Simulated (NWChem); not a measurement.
Correlation energy of hydrogen sulfide (H$_{2}$S)

```
S
H 1 1.3608
H 1 1.3608 2 91.41
```
Charge 0, spin multiplicity 1.

The numbers come from NWChem runs, not from measurements. The geometry was optimised at PBE/def2-SVP, a minimum by its harmonic frequencies.

Basis set: cc-pVTZ. Each correlation energy counts from its own Hartree-Fock reference.

The correlated methods keep 5 core orbitals frozen. Coupled-cluster values serve here as a point of comparison, not as the truth.

Problem. Order these methods by the correlation energy they give, lowest first: CR-CCSD[T], SCS-MP2, CCSD+T(CCSD), CCSD.

Solution. CCSD+T(CCSD) (-223.2 mHa), CR-CCSD[T] (-222.0 mHa), CCSD (-215.1 mHa), SCS-MP2 (-195.2 mHa)
